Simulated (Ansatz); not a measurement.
Cost and result for the atomization energy of H$_{7}$Si$_{3}$ (`[SiH3][SiH][SiH3]`) radical (10 atoms, 9 bonds).

```xyz
10

Si    0.987    0.496   -1.663
Si    0.435    0.714    0.584
Si   -0.985   -0.885    1.494
H     1.407   -0.908   -1.914
H     2.112    1.408   -2.003
H    -0.161    0.814   -2.558
H     0.074    2.108    0.968
H    -0.485   -2.233    1.116
H    -2.383   -0.744    0.998
H    -1.001   -0.770    2.977
```

Total charge 0; spin multiplicity 2. The structure was optimised at the PBE0-D4/def2-TZVP level. Program: Ansatz. All runs use 4 threads of a server CPU on a shared host. Times are those of one run each, without the atoms' runs, and a repeat can differ threefold. Electronic energies, without spin–orbit coupling; frozen cores. CCSD(T)/CBS adds CCSD(T) − MP2 in def2-TZVPP to the MP2 limit, and its time is that of the two runs behind it. T1 = 0.015; ⟨S²⟩ of the reference is 0.76. B3LYP takes the VWN-RPA correlation (the form of Gaussian; ORCA's B3LYP/G).

CCSD(T)/CBS is a level of theory with its own doubt, some kJ/mol a heavy atom from the limit and from the frozen cores, so smaller differences don't rank the functionals.

```json
{"level": "LDA (SPW92)/def2-TZVPP", "functions": "224", "wall time": "1 s", "atomization (kcal/mol)": "719.3", "difference from CCSD(T)/CBS": "60.9", "per bond": "6.8"}
{"level": "revPBE-D4/def2-TZVPP", "functions": "224", "wall time": "1.5 s", "atomization (kcal/mol)": "643.5", "difference from CCSD(T)/CBS": "-14.9", "per bond": "-1.7"}
{"level": "PBE-D4/def2-TZVPP (with forces)", "functions": "224", "wall time": "1.8 s", "atomization (kcal/mol)": "649.2", "difference from CCSD(T)/CBS": "-9.2", "per bond": "-1.0"}
{"level": "CCSD(T)/def2-SVP", "functions": "89", "wall time": "2.2 s", "atomization (kcal/mol)": "612.9", "difference from CCSD(T)/CBS": "-45.5", "per bond": "-5.0"}
{"level": "B3LYP-D4/def2-TZVPP (with forces)", "functions": "224", "wall time": "3 s", "atomization (kcal/mol)": "658.9", "difference from CCSD(T)/CBS": "0.5", "per bond": "0.1"}
{"level": "r2SCAN-D4/def2-TZVPP (with forces)", "functions": "224", "wall time": "3 s", "atomization (kcal/mol)": "661.1", "difference from CCSD(T)/CBS": "2.7", "per bond": "0.3"}
{"level": "PBE0-D4/def2-TZVPP", "functions": "224", "wall time": "3.1 s", "atomization (kcal/mol)": "650.8", "difference from CCSD(T)/CBS": "-7.6", "per bond": "-0.8"}
{"level": "r2SCANh-D4/def2-TZVPP", "functions": "224", "wall time": "3.6 s", "atomization (kcal/mol)": "659.9", "difference from CCSD(T)/CBS": "1.5", "per bond": "0.2"}
{"level": "B97M-V/def2-TZVPP", "functions": "224", "wall time": "5.5 s", "atomization (kcal/mol)": "665.9", "difference from CCSD(T)/CBS": "7.5", "per bond": "0.8"}
{"level": "ωB97M-V/def2-TZVPP (with forces)", "functions": "224", "wall time": "7.5 s", "atomization (kcal/mol)": "655.9", "difference from CCSD(T)/CBS": "-2.5", "per bond": "-0.3"}
{"level": "MP2/def2-QZVPP", "functions": "420", "wall time": "13 s", "atomization (kcal/mol)": "639.8", "difference from CCSD(T)/CBS": "-18.6", "per bond": "-2.1"}
{"level": "CCSD(T)/def2-TZVPP", "functions": "224", "wall time": "63 s", "atomization (kcal/mol)": "642.1", "difference from CCSD(T)/CBS": "-16.3", "per bond": "-1.8"}
{"level": "CCSD(T)/CBS(def2)", "functions": "–", "wall time": "76 s", "atomization (kcal/mol)": "658.4", "difference from CCSD(T)/CBS": "0.0", "per bond": "0.0"}
```

The D4 term adds +8.6 kcal/mol with B3LYP and +4.6 kcal/mol with PBE0; it sums over pairs of atoms, weighted by their polarisabilities, and B3LYP, whose exchange is more repulsive, gets the larger term. From PBE to PBE0 (25 % exact exchange), in def2-TZVPP and without D4, the atomization energy moves by +2.4 kcal/mol. In def2-TZVPP, CCSD(T) changes the Hartree–Fock value by +134.0 kcal/mol (the triples alone add +4.7 kcal/mol) and MP2 by +122.0 kcal/mol; breaking electron pairs costs correlation energy, which Hartree–Fock lacks.
